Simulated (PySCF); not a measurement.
# C5H9N: NMR shifts, electronic excitations and K edges in gas and solvents

Aim: compute the NMR shifts, electronic excitations and K edges of C5H9N (`C=CN=C(C)C`), and see what a dielectric continuum does where one was used.

The runs use PySCF 2.14.0, with density-fitted response routines of our own; the level of theory stands in each step. All values are computed, except where a source is named. Atoms count from 0, in the outputs and in this text.

### 1 Starting geometry

15 atoms, charge 0, multiplicity 1; geometry from: GFN2-xTB. The atoms were then displaced at random by about 0.01 Å, so the start is not that level's minimum.

Bonds of the start (Å): C0–C1 1.35, C1–N2 1.39, N2–C3 1.21, C3–C4 1.52, C3–C5 1.52, C0–H6 1.08, C0–H7 1.06, C1–H8 1.11, C4–H9 1.10, C4–H10 1.09, C4–H11 1.07, C5–H12 1.08, C5–H13 1.10, C5–H14 1.09.

### 2 Geometry optimisation at PBE0-D3(BJ)/def2-SVP

What the job is given:

```
{"job": {"xc": "PBE0", "basis": "def2-SVP", "d3": "d3bj", "grid": 1, "shake": 0.01, "kind": "geom"}, "charge": 0, "multiplicity": 1}
C      2.400880    -0.627000     0.119770
C      1.628730     0.259350     0.793410
N      0.490550     0.894190     0.322900
C     -0.540070     0.378720    -0.048440
C     -0.925320    -1.090590     0.025960
C     -1.643390     1.277400    -0.595730
H      2.098900    -0.952520    -0.860440
H      3.341800    -0.937150     0.490070
H      1.960870     0.656560     1.772950
H     -1.915950    -1.212610     0.478340
H     -0.199920    -1.625700     0.643390
H     -0.929690    -1.510180    -0.958880
H     -1.298100     2.300410    -0.682940
H     -2.527410     1.261210     0.066950
H     -1.957220     0.910540    -1.574560
```

The run is started by

```console
> OMP_NUM_THREADS=1 python probes_run.py task.json out
```

The driver reads the jobs from task.json and runs them one after another.

Output:

```text
step   0  E = -250.17985199  max force = 0.102405
step   1  E = -250.18790477  max force = 0.020990
step   2  E = -250.18857254  max force = 0.006496
step   3  E = -250.18846690  max force = 0.005295
step   4  E = -250.18888069  max force = 0.002421
step   5  E = -250.18892532  max force = 0.003077
step   6  E = -250.18896350  max force = 0.001349
step   7  E = -250.18898730  max force = 0.000387
step   8  E = -250.18899877  max force = 0.000273
optimisation converged
```

Wall time 99 s (1 thread of AMD EPYC, shared host); peak memory 0.51 GiB.

Relaxation path: (the energy doesn't fall at every step)

```tsv
step	energy from step 0 (eV)	largest force component (eV/Å)
0	0.0000	5.2659
1	-0.2191	1.0793
2	-0.2373	0.3340
3	-0.2344	0.2723
4	-0.2457	0.1245
5	-0.2469	0.1582
6	-0.2479	0.0694
7	-0.2486	0.0199
8	-0.2489	0.0140
```

Distances of close pairs at the start and the end, largest changes first:

```tsv
bond	before (Å)	after (Å)	change (Å)
N2–C3	1.211	1.274	+0.064
C0–H7	1.058	1.091	+0.034
C4–H11	1.071	1.102	+0.032
C3–C5	1.525	1.500	-0.025
C0–H6	1.076	1.093	+0.017
C3–C4	1.521	1.504	-0.017
C0–C1	1.355	1.341	-0.014
C5–H12	1.083	1.097	+0.014
```

The end geometry stands in the next job.

```tsv
at the end point	value
point group (found at 0.08 Å tolerance)	C1
rotational constants (GHz, main isotopes)	7.132, 2.370, 1.958
dipole moment (D)	1.96
```

### 3 Shielding tensors: PBE0/pcSseg-1 in chloroform

What the job is given:

```
{"job": {"kind": "nmr", "xc": "PBE0", "basis": "pcSseg-1", "solvent": "chloroform", "pop": true}, "charge": 0, "multiplicity": 1}
C      2.422946    -0.437806    -0.028999
C      1.637158     0.324481     0.745379
N      0.464822     0.953545     0.368771
C     -0.600808     0.355666     0.007110
C     -0.807955    -1.134240    -0.005864
C     -1.770822     1.186415    -0.429565
H      2.149583    -0.675388    -1.060608
H      3.384926    -0.796464     0.341374
H      1.971663     0.593411     1.756561
H     -1.772111    -1.385556     0.463154
H      0.004571    -1.668656     0.502891
H     -0.859206    -1.499265    -1.044886
H     -1.491223     2.246661    -0.456709
H     -2.617091     1.051766     0.264713
H     -2.124539     0.870790    -1.424590
```

Level: GIAO PBE0/pcSseg-1 NMR shielding, non-relativistic, IEF-PCM chloroform.

Output:

```text
coarse grid: 12072 points
cycle   1  E = -250.2514807320  dE =  5.726e-01  |g| = 4.236e-01  |ddm| = 3.328e+00
cycle   2  E = -250.2383317710  dE =  1.315e-02  |g| = 5.064e-01  |ddm| = 7.556e-01
cycle   3  E = -250.2959880679  dE = -5.766e-02  |g| = 9.520e-02  |ddm| = 4.072e-01
cycle   4  E = -250.2977816383  dE = -1.794e-03  |g| = 3.342e-02  |ddm| = 8.155e-02
cycle   5  E = -250.2979946632  dE = -2.130e-04  |g| = 1.261e-02  |ddm| = 3.484e-02
cycle   6  E = -250.2980350617  dE = -4.040e-05  |g| = 2.433e-03  |ddm| = 1.187e-02
cycle   7  E = -250.2980364305  dE = -1.369e-06  |g| = 3.873e-04  |ddm| = 2.134e-03
final grid: 115384 points
cycle   8  E = -250.3327735213  dE = -3.250e-05  |g| = 6.873e-03  |ddm| = 2.931e-02
cycle   9  E = -250.3327737920  dE = -2.707e-07  |g| = 6.949e-03  |ddm| = 1.189e-02
cycle  10  E = -250.3327859107  dE = -1.212e-05  |g| = 7.927e-04  |ddm| = 5.884e-03
cycle  11  E = -250.3327860333  dE = -1.226e-07  |g| = 2.898e-04  |ddm| = 7.274e-04
cycle  12  E = -250.3327860510  dE = -1.771e-08  |g| = 4.625e-05  |ddm| = 2.440e-04
cycle  13  E = -250.3327860515  dE = -4.394e-10  |g| = 1.654e-05  |ddm| = 4.355e-05
converged SCF energy = -250.3327860515

GIAO shielding tensors (ppm)
atom      isotropic    diamagn.    paramagn.     s11        s22        s33       span
  0 C       83.430     256.936    -173.505     -5.471     94.704    161.058    166.529
  1 C       31.116     255.648    -224.532    -83.448     51.633    125.162    208.611
  2 N     -100.015     332.713    -432.729   -350.536   -110.024    160.514    511.050
  3 C       10.300     257.034    -246.733    -74.785    -25.118    130.804    205.589
  4 C      165.314     252.135     -86.821    143.597    165.326    187.018     43.422
  5 C      153.917     249.264     -95.347    134.244    139.632    187.874     53.630
  6 H       27.006      32.772      -5.766     24.087     26.285     30.645      6.558
  7 H       26.707      28.997      -2.290     24.495     26.131     29.494      4.999
  8 H       24.213      30.109      -5.897     22.518     23.426     26.695      4.177
  9 H       29.578      30.222      -0.644     25.864     28.550     34.321      8.458
 10 H       28.585      32.022      -3.437     23.586     29.338     32.832      9.246
 11 H       29.566      30.797      -1.232     26.620     27.132     34.946      8.326
 12 H       29.323      29.468      -0.146     25.891     27.765     34.312      8.422
 13 H       29.078      28.612       0.466     26.191     27.592     33.451      7.259
 14 H       29.126      29.168      -0.042     25.959     28.166     33.254      7.295
```

It took 29 s on 1 thread of AMD EPYC, shared host; peak memory 0.83 GiB.

Shifts follow as δ = σ(reference) − σ, with reference shieldings (ppm) from runs at the same level and on the same kind of geometry: 1H TMS 31.25, 13C TMS 185.2, 15N NH3 267.8. The references are single molecules in the same continuum, so shifts against H2O, NH3, PH3, H3PO4 or CFCl3 are not on the usual liquid scales and can be off by tens of ppm. Atoms listed in one row are averaged.

```tsv
atoms	environment	σ (ppm)	δ (ppm)
C3	C=N carbon	10.3	174.9
C1	alkene CH	31.1	154.0
C0	terminal =CH2 carbon	83.4	101.7
C5	methyl carbon	153.9	31.2
C4	methyl carbon	165.3	19.9
H8	hydrogen on an alkene CH	24.21	7.03
H7	hydrogen on a terminal =CH2 carbon	26.71	4.54
H6	hydrogen on a terminal =CH2 carbon	27.01	4.24
H12, H13, H14	hydrogen on a methyl carbon	29.18	2.07
H9, H10, H11	hydrogen on a methyl carbon	29.24	2.00
N2	imine nitrogen	-100.0	367.8
```

The run also stored atomic charges by several schemes (e):

```tsv
atoms	Mulliken	IAO	Hirshfeld	ESP fit
C0	-0.24	-0.38	-0.14	-0.63
C1	-0.04	-0.04	-0.01	0.21
N2	-0.42	-0.30	-0.17	-0.66
C3	-0.06	0.21	0.11	0.75
C4	-0.23	-0.46	-0.12	-0.53
C5	-0.23	-0.43	-0.12	-0.58
```

Mayer bond orders: C0–C1 1.89, C1–N2 1.10, N2–C3 1.88, C3–C4 1.02, C3–C5 1.03.

### 4 Excited states and response: CAM-B3LYP/def2-SVPD

Settings changed since step 3:

```diff
@@ -1,2 +1,2 @@
-{"job": {"kind": "nmr", "xc": "PBE0", "basis": "pcSseg-1", "solvent": "chloroform", "pop": true}, "charge": 0, "multiplicity": 1}
+{"job": {"kind": "uv", "xc": "CAM-B3LYP", "basis": "def2-SVPD", "dynamic": true, "nstates": 6, "ntriplets": 0}, "charge": 0, "multiplicity": 1}
 C      2.422946    -0.437806    -0.028999
```

With the program's defaults for keys left out, this is: TDDFT CAM-B3LYP/def2-SVPD, vertical, gas phase, core orbitals frozen in the response.

Output:

```text
coarse grid: 12072 points
cycle   1  E = -250.2593841155  dE =  6.686e-01  |g| = 3.993e-01  |ddm| = 6.127e+00
cycle   2  E = -250.2591587371  dE =  2.254e-04  |g| = 4.537e-01  |ddm| = 2.087e+00
cycle   3  E = -250.3021347454  dE = -4.298e-02  |g| = 7.687e-02  |ddm| = 1.276e+00
cycle   4  E = -250.3032192859  dE = -1.085e-03  |g| = 3.826e-02  |ddm| = 1.911e-01
cycle   5  E = -250.3035525522  dE = -3.333e-04  |g| = 9.942e-03  |ddm| = 8.831e-02
cycle   6  E = -250.3035784682  dE = -2.592e-05  |g| = 2.272e-03  |ddm| = 1.999e-02
cycle   7  E = -250.3035801613  dE = -1.693e-06  |g| = 6.473e-04  |ddm| = 6.282e-03
final grid: 115384 points
cycle   8  E = -250.3517770112  dE = -3.230e-05  |g| = 2.998e-03  |ddm| = 8.029e-02
cycle   9  E = -250.3517781010  dE = -1.090e-06  |g| = 2.398e-03  |ddm| = 1.424e-02
cycle  10  E = -250.3517795595  dE = -1.459e-06  |g| = 2.241e-04  |ddm| = 5.704e-03
cycle  11  E = -250.3517795612  dE = -1.673e-09  |g| = 2.617e-04  |ddm| = 1.126e-03
cycle  12  E = -250.3517795757  dE = -1.458e-08  |g| = 1.880e-05  |ddm| = 6.092e-04
cycle  13  E = -250.3517795759  dE = -1.482e-10  |g| = 1.030e-05  |ddm| = 7.218e-05
converged SCF energy = -250.3517795759

Static polarisability (au): isotropic 72.364, principal 55.450 66.684 94.959

Singlet excitations
state   eV       nm        f      main configurations
  1   4.7009    263.7   0.04594   H->L 0.83
  2   6.1797    200.6   0.12274   H->L+1 0.56, H->L+2 0.37
  3   6.5183    190.2   0.16311   H->L+2 0.31, H->L+1 0.19, H->L+3 0.16
  4   6.7914    182.6   0.12523   H-1->L 0.65, H->L+1 0.09
  5   7.0755    175.2   0.02793   H->L+4 0.35, H->L+3 0.21, H->L+2 0.11
  6   7.2016    172.2   0.01612   H->L+4 0.50, H->L+3 0.31, H->L+5 0.08
```

Run time: 70 s. Hardware: 1 thread of AMD EPYC, shared host; peak memory 0.92 GiB.

The orbitals next to the gap, with their largest atomic shares:

```tsv
orbital	eV	atoms
HOMO−3	-11.79	C4 17 %, C0 14 %, N2 10 %
HOMO−2	-10.45	N2 25 %, C1 24 %, C0 12 %
HOMO−1	-9.44	N2 40 %, C3 19 %, C1 12 %
HOMO	-7.71	N2 32 %, C0 29 %, C1 19 %
LUMO	0.72	C3 26 %, N2 22 %, C0 13 %
LUMO+1	1.26	C5 18 %, C4 17 %, C3 9 %
LUMO+2	1.83	C1 25 %, C0 16 %, N2 10 %
```

With each of the 6 states as a Gaussian band of 0.4 eV half-width at 1/e, the curve within the window shown has maxima at 263 nm (ε 1,900), 189 nm (ε 12,000) L/(mol cm). Beyond the last state computed it falls off for lack of states. The curve at chosen wavelengths:

| nm | ε (L/mol/cm) |
| --- | --- |
| 165 | 968 |
| 170 | 2802 |
| 176 | 6490 |
| 181 | 9877 |
| 187 | 12277 |
| 192 | 12116 |
| 198 | 9908 |
| 203 | 7234 |
| 209 | 4082 |
| 214 | 2130 |
| 220 | 801 |
| 225 | 329 |
| 231 | 199 |
| 236 | 310 |
| 242 | 633 |
| 247 | 1009 |
| 253 | 1469 |
| 258 | 1748 |
| 264 | 1859 |
| 269 | 1755 |
| 275 | 1460 |
| 280 | 1150 |
| 286 | 791 |
| 291 | 542 |
| 297 | 321 |
| 302 | 197 |

Leading natural transition orbitals of singlet state 3: the hole lies on N2 33 %; C0 28 %; C1 14 %; the particle on H6 15 %; C1 15 %; H10, H11 about 12 % each.

Leading natural transition orbitals of singlet state 1: the hole lies on N2 50 %; C0 18 %; C1 9 %; the particle on C3 40 %; N2 28 %.

Further results of this job:

```tsv
property	computed
dipole moment (D)	2.08
polarisability (Å³)	10.72
HOMO–LUMO gap (eV)	8.43
−ε(HOMO) (eV)	7.71
C6 with itself (au)	2045
```

The fields below are evaluated on a grid from the run's orbitals.

Frontier orbitals at CAM-B3LYP/def2-SVPD, with the share of their density that lies nearest to each atom:

```tsv
orbital	energy (eV)	lies on
HOMO	-7.71	N2 33 %; C0 29 %; C1 15 %
LUMO	0.72	C3 30 %; N2 20 %; C0, C1 about 9 % each
```

ELF in a plane through or near 5 of the atoms.

Ten even steps from ' ' (0.00) to '@' (1.00):
```
                                                        
                                                        
                                                        
                          ..      ..----                
                ..      ==##==  ..%%@@@@%%..            
            ..--==--....**%%**  ::@@@@@@%%::            
            ::==****--::##@@##  ::@@@@@@**..            
        ..::--++##%%**--**##**..--######==..            
      ..**%%%%**##%%**--++##%%++##==::--++..            
      --@@@@@@**====++..::****==%%##==%%##::            
      --@@@@@@##::++==    ..****==::++##++::            
      ..##%%%%++****==    ..++++::    ::::..            
        ..--::::----..    --##%%++..                    
              ......    ..==@@@@@@--                    
                          --@@@@@@==                    
                          ::%%@@##::                    
                            ..::..                      
                                                        
                                                        
                                                        
```
The map spans 12.2 Å across and 8.8 Å up, centred on the molecule. Atoms in the plane (x, y in Å): C0 (-2.4, 0.1), C5 (2.1, 0.7), H7 (-3.5, 0.0), H11 (0.6, -1.8), H12 (2.0, 1.8).

On the surface of density 0.002 e/bohr³ the electrostatic potential runs, from the 1st to the 99th percentile, from -1.56 V near N2 to 0.90 V near H11.

### 5 Ultraviolet spectrum: CAM-B3LYP/def2-SVPD in chloroform

Settings changed since step 4:

```diff
@@ -1,2 +1,2 @@
-{"job": {"kind": "uv", "xc": "CAM-B3LYP", "basis": "def2-SVPD", "dynamic": true, "nstates": 6, "ntriplets": 0}, "charge": 0, "multiplicity": 1}
+{"job": {"kind": "uv", "xc": "CAM-B3LYP", "basis": "def2-SVPD", "solvent": "chloroform", "nstates": 6, "ntriplets": 0}, "charge": 0, "multiplicity": 1}
 C      2.422946    -0.437806    -0.028999
```

Method: TDDFT CAM-B3LYP/def2-SVPD, vertical, IEF-PCM chloroform (non-equilibrium linear response), core orbitals frozen in the response.

Output:

```text
coarse grid: 12072 points
cycle   1  E = -250.2676612730  dE =  6.607e-01  |g| = 3.866e-01  |ddm| = 6.133e+00
cycle   2  E = -250.2721629087  dE = -4.502e-03  |g| = 4.117e-01  |ddm| = 2.097e+00
cycle   3  E = -250.3072294459  dE = -3.507e-02  |g| = 6.594e-02  |ddm| = 1.199e+00
cycle   4  E = -250.3080165050  dE = -7.871e-04  |g| = 3.523e-02  |ddm| = 2.041e-01
cycle   5  E = -250.3083026785  dE = -2.862e-04  |g| = 7.885e-03  |ddm| = 7.669e-02
cycle   6  E = -250.3083188122  dE = -1.613e-05  |g| = 2.062e-03  |ddm| = 2.151e-02
cycle   7  E = -250.3083203196  dE = -1.507e-06  |g| = 6.135e-04  |ddm| = 6.048e-03
final grid: 115384 points
cycle   8  E = -250.3564841269  dE = -3.257e-05  |g| = 2.958e-03  |ddm| = 8.170e-02
cycle   9  E = -250.3564852587  dE = -1.132e-06  |g| = 2.321e-03  |ddm| = 1.464e-02
cycle  10  E = -250.3564865978  dE = -1.339e-06  |g| = 2.438e-04  |ddm| = 5.928e-03
cycle  11  E = -250.3564866029  dE = -5.026e-09  |g| = 2.513e-04  |ddm| = 1.188e-03
cycle  12  E = -250.3564866164  dE = -1.352e-08  |g| = 1.845e-05  |ddm| = 6.095e-04
cycle  13  E = -250.3564866165  dE = -1.634e-10  |g| = 1.047e-05  |ddm| = 8.735e-05
converged SCF energy = -250.3564866165

Static polarisability (au): isotropic 89.668, principal 68.529 84.373 116.104

Singlet excitations
state   eV       nm        f      main configurations
  1   4.7972    258.5   0.07261   H->L 0.84
  2   6.1562    201.4   0.23960   H->L+1 0.53, H->L+2 0.38
  3   6.5622    188.9   0.18778   H-1->L 0.38, H->L+1 0.19, H->L+3 0.12
  4   6.8428    181.2   0.08670   H-1->L 0.47, H->L+2 0.16, H->L+1 0.12
  5   7.2130    171.9   0.02000   H->L+4 0.39, H->L+2 0.15, H-2->L 0.09
  6   7.3185    169.4   0.02878   H->L+4 0.42, H->L+3 0.33
```

Run time: 49 s. Hardware: 1 thread of AMD EPYC, shared host; peak memory 0.99 GiB.

In short: HOMO -7.80 eV, LUMO 0.74 eV; lowest singlet 4.80 eV.

### 6 Core excitations: BHandHLYP/aug-pcX-1+pcseg-1

Settings changed since step 5:

```diff
@@ -1,2 +1,2 @@
-{"job": {"kind": "uv", "xc": "CAM-B3LYP", "basis": "def2-SVPD", "solvent": "chloroform", "nstates": 6, "ntriplets": 0}, "charge": 0, "multiplicity": 1}
+{"job": {"kind": "xas", "xc": "BHandHLYP", "basis": {"default": "aug-pcX-1", "H": "pcseg-1"}}, "charge": 0, "multiplicity": 1}
 C      2.422946    -0.437806    -0.028999
```

With the program's defaults for keys left out, this is: core-valence-separated TDA BHandHLYP/aug-pcX-1 H:pcseg-1, K edges, non-relativistic, gas phase.

Output:

```text
coarse grid: 12072 points
cycle   1  E = -250.3836672687  dE =  7.212e-01  |g| = 3.987e-01  |ddm| = 4.783e+00
cycle   2  E = -250.3970492295  dE = -1.338e-02  |g| = 3.813e-01  |ddm| = 8.603e-01
cycle   3  E = -250.4261304732  dE = -2.908e-02  |g| = 8.275e-02  |ddm| = 4.145e-01
cycle   4  E = -250.4272974651  dE = -1.167e-03  |g| = 4.283e-02  |ddm| = 1.021e-01
cycle   5  E = -250.4277015049  dE = -4.040e-04  |g| = 9.284e-03  |ddm| = 5.431e-02
cycle   6  E = -250.4277234983  dE = -2.199e-05  |g| = 2.476e-03  |ddm| = 1.453e-02
cycle   7  E = -250.4277254093  dE = -1.911e-06  |g| = 7.048e-04  |ddm| = 3.859e-03
final grid: 115384 points
cycle   8  E = -250.4720863480  dE = -7.221e-05  |g| = 2.986e-03  |ddm| = 5.727e-02
cycle   9  E = -250.4720872623  dE = -9.142e-07  |g| = 1.970e-03  |ddm| = 7.684e-03
cycle  10  E = -250.4720882197  dE = -9.575e-07  |g| = 2.123e-04  |ddm| = 2.345e-03
cycle  11  E = -250.4720882329  dE = -1.313e-08  |g| = 4.993e-05  |ddm| = 4.892e-04
cycle  12  E = -250.4720882335  dE = -6.154e-10  |g| = 2.609e-05  |ddm| = 1.149e-04
converged SCF energy = -250.4720882335

C K edge
   eV          f      from atoms
  282.702   0.05330   C0
  283.263   0.07233   C3
  283.458   0.06624   C1
  285.098   0.00256   C5
  285.132   0.00225   C4
  285.453   0.00747   C0
  285.462   0.00979   C5
  285.571   0.00946   C4
  285.877   0.02159   C0
  286.219   0.00848   C1
  286.343   0.00685   C0
  286.448   0.03028   C5
  286.478   0.02569   C4
  286.479   0.03176   C5
  286.615   0.02327   C4
  286.629   0.00252   C0
  286.855   0.01799   C1 C0
  286.865   0.00396   C4
  286.871   0.00222   C0 C1
  286.974   0.00183   C5
  287.177   0.00467   C0
  287.290   0.00411   C5
  287.383   0.00470   C4
  287.551   0.00315   C4

N K edge
   eV          f      from atoms
  396.503   0.05507   N2
  400.005   0.00888   N2
  400.956   0.00189   N2
  401.476   0.00079   N2
  401.669   0.00085   N2
  401.769   0.00190   N2
  402.260   0.00094   N2
  402.481   0.00105   N2
```

It took 37 s on 1 thread of AMD EPYC, shared host; peak memory 0.92 GiB.

### 7 Comparing the runs: electronic excitations

Excitations and ground-state properties, with basis size and wall time:

```tsv
run	lowest singlet (eV)	brightest (eV)	f	gap (eV)	α (Å³)	μ (D)	functions	time
CAM-B3LYP/def2-SVPD	4.70	6.52	0.163	8.43	10.72	2.08	192	70 s
CAM-B3LYP/def2-SVPD in chloroform	4.80	6.16	0.240	8.54	13.29	2.69	192	49 s
```

### 8 What came out

| quantity | value |
| --- | --- |
| point group | C1 |
| rotational constants (main isotopes) | 7.13, 2.37, 1.96 GHz |
| 13C shifts against TMS (PBE0/pcSseg-1, chloroform) | 174.9, 154.0, 101.7, 31.2, 19.9 ppm |
| 1H shifts against TMS (PBE0/pcSseg-1, chloroform, means over atoms taken as alike) | 7.03, 4.54, 4.24, 2.07, 2.00 ppm |
| 15N shifts against NH3 (PBE0/pcSseg-1, chloroform) | 367.8 ppm |
| lowest singlet (CAM-B3LYP/def2-SVPD) | 4.70 eV (264 nm), f = 0.046 |
| brightest single state of those computed | state 3, 6.52 eV, f = 0.163 |
| surface potential, 1st and 99th percentile | -1.56 V and 0.90 V |
| C K edge | first line 282.70 eV, strongest 283.26 eV (f = 0.072) |
| N K edge | first line 396.50 eV, strongest 396.50 eV (f = 0.055) |
| range of the lowest singlet | 4.70 to 4.80 eV |

The optimisation took 8 steps and gained 0.249 eV; among the close pairs (by a distance rule), N2–C3 changed most, from 1.211 to 1.274 Å. H8 (hydrogen on an alkene CH) lies farthest downfield among hydrogen, at 7.03 ppm; attached to an sp2 carbon and in the plane of the double bond. At PBE0/pcSseg-1: The widest tensor belongs to N2: span 511 ppm, with a paramagnetic part of -433 ppm. The first singlet state (HOMO→LUMO 0.83) lies at 4.70 eV and is weak; of the 6 states computed, the strongest absorption comes from state 3 at 6.52 eV. At the C edge the strongest single line lifts a 1s electron of C3 into several orbitals, led by LUMO (weight 0.35), 0.6 eV above the first line. At the N edge the strongest single line lifts a 1s electron of N2 into several orbitals, led by LUMO (weight 0.31), and it is the first line. Absolute edge energies from this method are off by several eV; spacings are better. The lowest singlet runs from 4.70 eV (CAM-B3LYP/def2-SVPD) to 4.80 eV (CAM-B3LYP/def2-SVPD in chloroform), while the orbital gap spans 8.43 to 8.54 eV. The lowest state need not be the same one in every run.
